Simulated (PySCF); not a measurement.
A mixed set of molecules. Computed, not measured: TDDFT CAM-B3LYP/def2-SVPD, vertical, gas phase, core orbitals frozen in the response in PySCF 2.14.0, density-fitted response routines. Geometries: PBE0-D3(BJ)/def2-SVP; one conformer of each isolated species. Triplets are in the Tamm–Dancoff approximation. Relativistic effects are left out although some hold elements past zinc.

Task: Rank by computed lowest singlet excitation energy, lowest first.
A. `[H]/N=C\C1=CC=CC12CC2`
B. `CC([SiH2][SiH3])=O`
C. `[S+]#[Ge-]`
D. `C(C)(C)O[C@H]1CC(CO1)=O`
E. `C/C=C\CC`
F. `[F][GeH2][F]`
G. `c1ncncn1`
H. `C/N=C/C1=CC=CC=C1`

Result: B (3.58 eV), C (3.76 eV), A (4.21 eV), D (4.34 eV), H (4.62 eV), G (4.74 eV), E (6.77 eV), F (8.28 eV).

| SMILES | S1 (eV) | T1 (eV) | HOMO (eV) | α (au) | first f ≥ 0.01 (nm) | f (S1) | S1 mainly |
| --- | --- | --- | --- | --- | --- | --- | --- |
| CC(=O)[SiH2][SiH3] | 3.58 | 2.95 | -8.37 | 87.8 | 189 | 0.003 | H→L (92%) |
| [S+]#[Ge-] | 3.76 | 3.12 | -9.22 | 51.4 | 290 | 0.000 | H-1/H→L/L+1 (≥87%) |
| [H]/N=C\C1=CC=CC12CC2 | 4.21 | – | -7.62 | 100.4 | 295 | 0.211 | H→L (98%) |
| CC(C)O[C@H]1CC(=O)CO1 | 4.34 | 3.81 | -8.80 | 91.9 | 184 | 0.000 | H→L (93%) |
| C/N=C/c1ccccc1 | 4.62 | 3.43 | -8.15 | 106.7 | 243 | 0.001 | H-2→L (89%) |
| c1ncncn1 | 4.74 | 4.22 | -9.60 | 50.0 | 255 | 0.000 | H-1/H→L (≥44%) |
| C/C=C\CC | 6.77 | 4.33 | -8.25 | 64.5 | 183 | 0.026 | H→L (62%) |
| [F][GeH2][F] | 8.28 | 7.78 | -11.59 | 29.7 | 132 | 0.000 | H→L (98%) |

H and L stand for HOMO and LUMO; a dash means that no computed state gives the value. A slash joins orbitals within 0.01 eV of each other, whose weights are summed (≥ marks a lower bound).

Mean S1 by what the SMILES shows (count): an aromatic ring 4.68 eV (2); a double or triple bond but no aromatic ring 4.53 eV (5).
